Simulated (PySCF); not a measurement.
# Argon: a sound run and one with changed settings

Sound run: Ar [Ar], Ar⁺ [Ne] 3s2 3p5. Computed with PySCF 2.14 in def2-TZVP, with no relativity, point nucleus. In the sound run the correlated levels freeze [Ne]. The sound run starts from symmetry-adapted Hartree-Fock orbitals and uses a fine grid where one is needed.

Changed run: all electrons correlated in a basis built for the valence shell.

```
species   method  sound run (hartree)  changed run (hartree)  converged
     Ar      MP2           -527.00599             -527.10505        yes
     Ar  CCSD(T)           -527.03182             -527.12876        yes
    Ar⁺      MP2           -526.42970             -526.52839        yes
    Ar⁺  CCSD(T)           -526.46080             -526.55768        yes
```

Ionisation energy of Ar:

```tsv
method	sound run (eV)	changed run (eV)
UHF	14.573	14.573
MP2	15.682	15.692
SCS-MP2	15.578	15.585
CCSD	15.498	15.499
CCSD(T)	15.538	15.540
```

A valence basis has no tight correlating functions, so it recovers only part of the core correlation, and not evenly between atom and ion.

For comparison, NIST gives 15.760 eV between the lowest levels.
